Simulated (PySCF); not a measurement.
## Assigning NMR signals

Geometry:
| atom | x (Å) | y (Å) | z (Å) |
| --- | --- | --- | --- |
| C1 | 1.526 | 0.230 | 0.333 |
| C2 | 0.365 | 0.476 | -0.244 |
| C3 | -0.751 | -0.520 | -0.358 |
| O4 | -2.001 | 0.020 | 0.017 |
| H5 | 2.304 | 0.971 | 0.388 |
| H6 | 1.753 | -0.733 | 0.760 |
| H7 | 0.145 | 1.447 | -0.667 |
| H8 | -0.873 | -0.817 | -1.405 |
| H9 | -0.522 | -1.418 | 0.233 |
| H10 | -1.937 | 0.348 | 0.921 |

Isolated molecule, no relativistic terms, one computed conformer, one averaged value for each set of equivalent atoms. B3LYP/pcJ-1 coupling constants (without the spin–dipole term); GFN2-xTB structure; GIAO PBE0/pcSseg-1 shieldings; PySCF 2.14.

Shifts are taken against calculated references (same method and geometry level): 13C (σref 186.93), 1H (σref 31.72) against TMS.

(1) Assign these signals to the numbered atoms. 13C{1H} NMR (computed): δ 149.2, 121.9, 71.8.

(2) Assign these signals to the numbered atoms. 1H NMR (400 MHz, computed): δ 6.39 (ddt, J = 18.1, 11.6, 6.7 Hz, 1H), 5.46 (dt, J = 18.1, 1.8 Hz, 1H), 5.33 (dt, J = 11.6, 1.7 Hz, 1H), 4.45 (dt, J = 6.7, 1.8 Hz, 2H), 0.31 (br s, 1H).

Results:

(1) 
```tsv
δ (ppm)	atoms	environment	reason
149.2	C2	alkene CH	an sp2 carbon of a C=C bond
121.9	C1	terminal =CH2 carbon	the olefinic region
71.8	C3	allylic sp3 CH2 bonded to O	the inductive effect lowers its shielding
```

(2) 
6.39 → H7, hydrogen on an alkene CH: attached to an sp2 carbon and in the plane of the double bond
5.46 → H6, hydrogen on a terminal =CH2 carbon: olefinic region
5.33 → H5, hydrogen on a terminal =CH2 carbon
4.45 → H8/H9, hydrogen on an allylic sp3 CH2 bonded to O: its carbon carries O, which withdraws density
0.31 → H10, hydrogen on an alcohol oxygen: exchangeable, gas-phase position

The OH or NH signal is concentration- and solvent-dependent in practice; the value given is the gas-phase one. Multiplet labels drop couplings under 1 Hz and merge nearly equal ones. Unscaled 3J(H,H) at this level run about 10 % above measured values. Shifts are as computed. Against solution values, carbons near 30 ppm lie about +3 ppm off and those near 130 ppm about +5 ppm. Of 1211 compounds with measured shifts, 218 miss one by over three times the rms of a fit or turn the order of signals round; such compounds aren't used in these exercises. Couplings across =CH–CH2 type bonds come from one rotamer and its mirror image, and can be 1–2 Hz further off. Couplings to exchangeable protons are dropped.
